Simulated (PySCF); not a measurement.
# Unknown: peak-picked proton spectrum

Formula C3H2F2. The spectrum was simulated from the full spin Hamiltonian at 200 MHz with 1.0 Hz Lorentzian lines, from shifts rounded to 0.01 ppm and J to 0.1 Hz, couplings under 1 Hz left out.

Maxima in ppm (height), grouped by integral:
2H: 5.874 (61), 5.867 (65), 5.852 (99), 5.848 (100), 5.833 (64), 5.826 (63), 5.425 (61), 5.418 (61), 5.405 (62), 5.398 (59), 4.862 (60), 4.855 (61), 4.841 (62), 4.835 (60)

[PySCF: J: B3LYP/pcJ-1; shieldings: GIAO CAM-B3LYP/pcSseg-2; coordinates at the PBE0-D3(BJ)/def2-SVP level; non-relativistic; no solvent model; one conformer]

Scale: 1H (σ = 31.34 ppm) vs TMS (reference shieldings calculated alike).

(1) Analyse the multiplets.

(2) What is the compound?

Results:

(1) 1H NMR (200 MHz, computed): δ 5.85 (td, J = 4.1, 1.4 Hz, 1H), 5.13 (ddd, J = 112.7, 4.1, 1.4 Hz, 1H). These are first-order names from the parameters used; overlap and second-order distortion can hide them in the list.

(2) `FC1=C[C@H]1F`.

Atoms are numbered as in `[F:1][C:2]1=[CH:3][C@H:4]1[F:5]`. Hydrogens are named by the atom that carries them.

δ 5.85: H(C3), hydrogen on an alkene CH, coupled to F1 and F5 (4.1 Hz), H(C4) (1.4 Hz). δ 5.13: H(C4), hydrogen on a three-membered-ring carbon, coupled to F5 (112.7 Hz), F1 (4.1 Hz), H(C3) (1.4 Hz).

The data come from this structure; uniqueness wasn't tested.

Multiplet labels drop couplings under 1 Hz and merge nearly equal ones. Unscaled 3J(H,H) at this level run about 10 % above measured values.
